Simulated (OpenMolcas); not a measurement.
**Predicting a hybrid from its neighbours: CH2BN**

CH2BN: 5 atoms, total charge 0, spin state singlet. As SMILES, `BC#N`. The coordinates come from a PBE0-D4/def2-TZVP relaxation.

The dipole moment y, in D, basis def2-TZVP; a is the functional's share of exact exchange. Programs: OpenMolcas 26.06.

```
functional     program     a  y (D)
      TPSS  OpenMolcas     0   2.60
       PBE  OpenMolcas     0   2.56
     B3LYP  OpenMolcas   0.2   2.71
      PBE0  OpenMolcas  0.25      ?
     BHLYP  OpenMolcas   0.5   2.88
```

Fit y = c + s·a to the known rows and predict PBE0.


1. Means of the 4 rows: a = 0.1750, y = 2.688.
2. Σ(Δa)² = 0.1675, Σ(Δa·Δy) = 0.10075, so the slope is 0.10075/0.1675 = 0.60149.
3. Intercept: 2.688 − (0.60149) × 0.1750 = 2.583. The largest residual of the fit is 0.023.
4. PBE0: 2.583 + (0.60149) × 0.25 = 2.73 D.

The run gave 2.73 D, so the prediction is off by 0.00 D: they agree to the digits shown. More exact exchange makes the molecule more polar here.
